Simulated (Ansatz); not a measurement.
# CCSD(T) against full CI for several species

Each species is computed at the geometry given (Å), with frozen cores, in Ansatz 0.2.0: RHF-CCSD(T) for singlets, UHF-CCSD(T) otherwise, and full CI in the same basis. The program picks the determinant by a search with trial CCSD, so it needn't be the lowest Hartree–Fock solution. States: NaO⁺ triplet Σ⁻ or Δ, HBeB singlet Σ⁺, HCl⁺ quartet Σ⁻ or Δ. Cases whose determinant has another symmetry than full CI's state, or lies over 0.5 eV above the lowest of its kind, whose (Q) step broke down or whose higher cluster runs on it stay over 0.1 eV above full CI weren't drawn.

Question: Judging by size, spin and bonding and the diagnostics given, rank them by the size of CCSD(T)'s error in total energy against full CI in the same basis, smallest first (an estimate).
A. HCl⁺, quartet, cc-pVDZ: Cl 0.000 0.000 0.000; H 0.000 0.000 1.321. T1 0.009, (T) -42 meV in a correlation energy of -3.32 eV
B. HBeB, singlet, cc-pVDZ: B 0.000 0.000 2.668; Be 0.000 0.000 -0.661; H 0.000 0.000 -2.006. T1 0.031, (T) -149 meV in a correlation energy of -4.07 eV
C. NaO⁺, triplet, cc-pVDZ: O 0.000 0.000 0.000; Na 0.000 0.000 2.027. T1 0.006, (T) -25 meV in a correlation energy of -3.24 eV

Answer: C (2.6 meV), A (11.0 meV), B (49.7 meV).

```
      species    basis  correlated electrons  CCSD(T) − full CI (meV)  CCSDT(Q) − full CI (meV)  unpaired electrons (full CI)     T1  ⟨S²⟩ of the determinant
NaO⁺, triplet  cc-pVDZ                     6                      2.6                      -3.2                          2.01  0.006                     2.01
HCl⁺, quartet  cc-pVDZ                     7                     11.0                      -0.2                          3.01  0.009                     3.76
HBeB, singlet  cc-pVDZ                     6                     49.7                       1.0                          0.57  0.031                     0.00
```

Unpaired electrons are Σ n²(2−n)² over natural occupations; an open shell counts its own unpaired electrons too. Frozen cores follow each run's orbitals, which moves totals by a few meV. RHF is unstable for HBeB, singlet in cc-pVDZ: UHF reaches ⟨S²⟩ = 0.98.
